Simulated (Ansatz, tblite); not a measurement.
# The cluster Al3H3: a ladder of methods and basis sets

How do method and basis change the picture of the cluster Al3H3 (singlet)?

Program: Ansatz 0.2.0, Gaussian basis. Level of theory: as each input shows. These are calculated values, not measurements.

Levels to be run: GFN1-xTB, GFN2-xTB, PBE-D4/def2-TZVP, r2SCAN-D4/def2-TZVP, HF/def2-TZVP, BLYP-D4/def2-TZVP, ωB97M-V/def2-TZVP, HSE06-D4/def2-TZVP, PBE-QIDH/def2-TZVP, LC-ωPBE/def2-TZVP, r2SCANh-D4/def2-TZVP, PBE-D4/def2-SVP, PBE0-D4/def2-SVP, HF/STO-3G, HF/6-31G, B3LYP-D4/6-31G, PBE0-D4/def2-TZVPD, PBE-D4/def2-TZVPD, r2SCAN-D4/def2-TZVPD, CCSD(T)/def2-TZVPP, MP2/def2-TZVP, RPA/def2-TZVP, CCSD(T)/def2-TZVPD.

1 further run of the same task is left out (set aside as unsound or not needed).

## Step 1: The structure

The singlet was relaxed beforehand with PBE-D4/def2-TZVP. At that level it is the lowest of the isomers that a small search found.

6 atoms, charge 0, spin multiplicity 1.

Bond lengths: Al1–Al2 2.466 Å, Al1–Al3 2.695 Å, Al1–H5 1.616 Å, Al2–Al3 2.466 Å, Al3–H6 1.616 Å. Angles: Al2–Al1–Al3 56.9°, Al2–Al1–H5 159.9°, Al3–Al1–H5 132.6°, Al1–Al2–Al3 66.2°, Al1–Al3–Al2 56.9°, Al1–Al3–H6 132.7°, Al2–Al3–H6 160.0°.

PBE0-D4/def2-TZVP was run before; its log isn't repeated, and its numbers join the tables.

## Step 2: GFN1-xTB

Tight binding, by tblite at 300 K electronic temperature and without a spin-polarisation term:

```python
tblite.interface.Calculator('GFN1-xTB', numbers, positions, charge=0, uhf=0).singlepoint()
```

Energy -147.1363 eV, HOMO -9.71 eV, LUMO -5.85 eV; 0.004 s.

## Step 3: GFN2-xTB

Tight binding, by tblite at 300 K electronic temperature and without a spin-polarisation term:

```python
tblite.interface.Calculator('GFN2-xTB', numbers, positions, charge=0, uhf=0).singlepoint()
```

Energy -125.0986 eV, HOMO -8.42 eV, LUMO -6.77 eV; 0.004 s.

## Step 4: PBE-D4/def2-TZVP

start.molden holds the orbitals of an earlier run on this state, given as this run's starting guess.

Contents of in.yaml:

```yaml
crystal:
  periodic: [false, false, false]
  atoms:
    - {symbol: Al, position_ang: [0.567994, 1.269332, 0.142823]}
    - {symbol: Al, position_ang: [-1.107318, 0.305522, 1.674338]}
    - {symbol: Al, position_ang: [0.041259, -1.369980, 0.275588]}
    - {symbol: H, position_ang: [-0.974258, 0.180713, -0.315904]}
    - {symbol: H, position_ang: [1.212318, 2.199670, -1.010308]}
    - {symbol: H, position_ang: [0.260004, -2.585267, -0.766527]}
basis:
  gaussian: {orbitals: def2-TZVP, initial_orbitals: start.molden}
hamiltonian: {xc: pbe, dispersion: d4}
scf: {omitted_lower_state_checks: [starts]}
output: {forces: true, orbitals: {seedname: orbitals}}
```

On the command line:

```bash
> ansatz run in.yaml --threads 4 --pin off --events-out ev --progress --plain --max-ram 3916MiB
```

The runs that follow: r2SCAN-D4/def2-TZVP; HF/def2-TZVP; BLYP-D4/def2-TZVP; ωB97M-V/def2-TZVP; HSE06-D4/def2-TZVP; PBE-QIDH/def2-TZVP; LC-ωPBE/def2-TZVP; r2SCANh-D4/def2-TZVP; PBE-D4/def2-SVP; PBE0-D4/def2-SVP; HF/STO-3G; HF/6-31G; B3LYP-D4/6-31G; PBE0-D4/def2-TZVPD; PBE-D4/def2-TZVPD; r2SCAN-D4/def2-TZVPD; CCSD(T)/def2-TZVPP; MP2/def2-TZVP; RPA/def2-TZVP; CCSD(T)/def2-TZVPD.

**Question.** What will the summary of the whole plan be? Wanted: gap in def2-TZVP, named functionals and Hartree-Fock, smallest and largest; correlation energy, CCSD(T)/def2-TZVPP; correlation energy, MP2/def2-TZVP; correlation energy, CCSD(T)/def2-TZVPD; binding an atom, CCSD(T)/def2-TZVPP; PBE0 total energy, smallest basis above largest.

As calculated:

```
                                                                  quantity                           value
gap in def2-TZVP, named functionals and Hartree-Fock, smallest and largest  2.01 eV (PBE-D4), 7.75 eV (HF)
                                    correlation energy, CCSD(T)/def2-TZVPP                        -8.06 eV
                                         correlation energy, MP2/def2-TZVP                        -6.31 eV
                                    correlation energy, CCSD(T)/def2-TZVPD                        -7.85 eV
                                       binding an atom, CCSD(T)/def2-TZVPP                        2.072 eV
                           PBE0 total energy, smallest basis above largest  6.96 eV (def2-SVP, def2-TZVPD)
```

**Reading.** Orbital gaps of the named functionals and Hartree-Fock in def2-TZVP span 2.01 eV (PBE-D4) to 7.75 eV (HF); exact exchange widens it. A small miss in a minimal or small basis is a cancelling of errors, not accuracy. The functionals in def2-TZVP miss CCSD(T)/def2-TZVPP by -0.017 (BLYP-D4) to +0.105 eV (r2SCAN-D4) an atom. CCSD(T)/def2-TZVPP isn't at the basis-set limit; small misses against it rank nothing.
